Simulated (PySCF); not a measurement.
Isomers of C5H9N, one GFN2-xTB conformer each. Single-point energies are computed at PBE0/pcSseg-1 (PySCF, gas phase, no added dispersion term), electronic only.

**Question.** Rank them by PBE0/pcSseg-1 energy, lowest first (kJ/mol).
A. `[CH2:1]=[N:2][CH2:3][CH:4]1[CH2:5][CH2:6]1` with C1–N2–C3–C4 119°, N2–C3–C4–C5 -162°
B. `[CH2:1]=[CH:2][C@@H:3]1[NH:4][C@@H:5]1[CH3:6]` with C1–C2–C3–N4 2°
C. `[CH2:1]=[CH:2][N:3]=[C:4]([CH3:5])[CH3:6]` with C1–C2–N3–C4 62°
D. `[CH2:1]=[CH:2]/[N:3]=[CH:4]\[CH2:5][CH3:6]` with C1–C2–N3–C4 -61°, N3–C4–C5–C6 -134°

**Answer.** C (0.0), D (26.8), A (58.5), B (65.5).

As drawn, the lowest has a C=N bond, which the highest lacks; the highest has a three-membered ring and an N–H bond, which the lowest lacks. Neighbours under 10 kJ/mol apart (C=NCC1CC1 and C=C[C@@H]1N[C@@H]1C) can change places with a better method, another conformer or zero-point energy. GFN2-xTB itself gives, in the same order: 0.0, 26.9, 45.4, 54.9. Both levels put the same isomer lowest; measured from each level's own lowest isomer, the values differ by up to 13.1 kJ/mol (C=NCC1CC1: 45.4 against 58.5).

**Question.** Which frontier levels, dipoles and rotational constants go with these structures?

**Answer.** 
```csv
SMILES,"HOMO (eV, PBE0/pcSseg-1)",LUMO (eV),dipole (D),"A, B, C (MHz)"
C=CN=C(C)C,-6.29,-0.29,1.96,"7154, 2384, 1966"
C=C/N=C\CC,-6.39,-0.52,1.97,"8225, 1974, 1746"
C=NCC1CC1,-7.18,-0.09,1.31,"9746, 2062, 1901"
C=C[C@@H]1N[C@@H]1C,-6.66,0.05,1.64,"5627, 3008, 2500"
```

**Question.** As an exercise, what shares would exp(−E/RT) give at 1000 K from these electronic energies alone (no entropy, no degeneracies)?

**Answer.** RT = 8.314 kJ/mol: C=CN=C(C)C 96.0 %, C=C/N=C\CC 3.8 %, C=NCC1CC1 0.1 %, C=C[C@@H]1N[C@@H]1C under 0.1 %.
